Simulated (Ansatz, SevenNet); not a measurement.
**Ladder of methods for the zone-centre TO phonon frequency of rock-salt NbC**

Reference value: 557 cm⁻¹ (measured, temperature not stated, no zero-point or thermal correction, Gamma LTO (metal, TO = LO); as tabulated in Savrasov (1996), arXiv:cond-mat/9604125).

### Question
What do SevenNet-0, SevenNet-l3i5, LDA, PBE, PBEsol, PBE-D3(BJ) give, and how far is each from the reference?

### Answer

| level (code) | value (cm⁻¹) | cell (Å³/atom) | difference (%) |
|---|---|---|---|
| SevenNet-0 | 382 | 11.43 | -31 |
| SevenNet-l3i5 | 456 | 11.43 | -18.1 |
| LDA (Ansatz) | 551 | 10.84 | -1.1 |
| PBE (Ansatz) | 517 | 11.28 | -7.2 |
| PBEsol (Ansatz) | 542 | 11.01 | -2.7 |
| PBE-D3(BJ) (Ansatz) | 542 | 11.01 | -2.7 |

Once the reference is moved by up to 3.0 % (a margin picked here for doubts on the reference and the settings, and for temperature and zero-point motion) and values within 0.7 % count as equal, the nearest can be LDA (-1.1 %), PBEsol (-2.7 %) or PBE-D3(BJ) (-2.7 %). Among them SevenNet-0 (-31 %) misses by most.

The reference isn't brought to a static lattice, while the calculations are for one, so the differences are not the levels' errors alone.  PBE-D3(BJ): the dispersion coefficients are held fixed in the derivatives. Each level is taken at its own relaxed cell. Ansatz's density-functional and Hartree–Fock values are scalar-relativistic unless marked +SOC, with PAW data made under PBE.

Machine-learned potentials (SevenNet-0, SevenNet-l3i5) are trained on DFT data: a solid inside that data is no test of them.

Differences are worked out from the printed values.

Ansatz is a first-principles code.
